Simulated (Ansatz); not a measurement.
Scan of [Cl···H···Si], triplet

Starting geometry:

```xyz
3

Cl    0.0000    0.0000   -1.4636
H     0.0000    0.0000   -0.1848
Si    0.0000    0.0000    1.6484
```

From there H2 is moved from one fragment to the other while all else, the fragments' distance too, stays fixed; atoms are numbered as listed. Energies are in eV, counted from the starting geometry at the same level. Kohn–Sham curves are unrestricted where that lies lower.

Basis 6-31G; Ansatz 0.2.0. Correlated methods freeze the noble-gas cores.

A value is left out where its run failed or describes another state than the reference as far as symmetry and spin tell, or, spin-broken singlets apart, can't be checked. The reference follows the lowest state, whose symmetry changes from Σ⁻ or Δ to Π between 1.189 and 1.279.

In so small a basis the reference is far from its limit while semilocal and hybrid functionals are nearer theirs (RPA and double hybrids share much of the reference's basis error), so the functionals' errors here hold much of the reference's basis and frozen-core error, which can add to them or hide them.

Full CI is exact within this basis and frozen core; it isn't the basis-set limit.

```csv
distance Cl1-H2 (Å),full CI,PBE,revPBE,r2SCAN,PBE0,B3LYP,wB97M-V,B2PLYP,RPA-PBE
1.189,0.244,–,–,–,–,–,–,–,–
1.279,0.000,0.000,0.000,0.000,0.000,0.000,0.000,0.000,0.000
1.335,-0.065,-0.118,-0.116,-0.106,-0.092,-0.101,-0.077,-0.082,-0.060
1.391,-0.074,-0.171,-0.168,-0.149,-0.122,-0.143,-0.093,-0.107,-0.065
1.447,-0.046,-0.176,-0.173,-0.148,-0.109,-0.142,-0.066,-0.093,-0.036
1.503,0.008,-0.142,-0.139,-0.110,-0.060,-0.109,-0.009,-0.048,0.018
1.560,0.090,-0.069,-0.067,-0.037,0.024,-0.042,0.079,0.026,0.096
1.616,0.202,0.045,0.044,0.074,0.144,0.060,0.199,0.133,0.203
1.672,–,0.208,0.205,0.233,0.311,0.208,0.362,0.285,0.349
```
